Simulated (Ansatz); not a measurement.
Relaxation of C3H5ClS (10 atoms, charge 0, multiplicity 1), to a largest force component of 0.02 eV/Å in at most 50 steps.

Theory: Ansatz 0.2.0, RKS r2SCAN-D4/def2-SVP.

```xyz
10
Properties=species:S:1:pos:R:3
C -0.751 -1.075 0.252
C 0.498 -0.332 -0.077
S 1.833 -1.215 -0.515
C 0.607 1.190 -0.041
Cl -0.397 1.802 -1.428
H -1.284 -0.517 1.085
H -0.619 -2.079 0.506
H -1.425 -0.958 -0.634
H 0.071 1.551 0.929
H 1.551 1.581 -0.074
```

Question: Where does it end, and by what steps?

Answer: The run converged. After 12 steps the energy has fallen by 0.467 eV; Cl5 moved furthest, 0.69 Å.

```
step  energy less start (eV)  largest force component (eV/Å)  accepted
   0                  0.0000                           5.016       yes
   1                 -0.3829                           0.821       yes
   2                 -0.4114                           0.534       yes
   3                 -0.4349                           0.325       yes
   4                 -0.4439                           0.169       yes
   5                 -0.4512                           0.175       yes
   6                 -0.4562                           0.221       yes
   7                 -0.4595                           0.255       yes
   8                 -0.4589                           0.381        no
   9                 -0.4612                           0.221       yes
  10                 -0.4667                           0.023       yes
  11                 -0.4670                           0.033       yes
  12                 -0.4672                           0.010       yes
```

```xyz
10
Properties=species:S:1:pos:R:3
C -0.787 -1.029 0.131
C 0.545 -0.367 0.024
S 1.970 -1.163 0.097
C 0.573 1.137 -0.086
Cl -0.857 1.865 -0.916
H -1.423 -0.508 0.869
H -0.681 -2.089 0.388
H -1.319 -0.929 -0.831
H 0.583 1.558 0.935
H 1.478 1.473 -0.608
```

Whether the end is a true minimum wasn't checked by a vibrational analysis.

Run time: 31 s on 2 threads of Intel(R) Xeon(R) Platinum 8488C (Sapphire Rapids), on a shared host, peak memory 0.18 GiB.
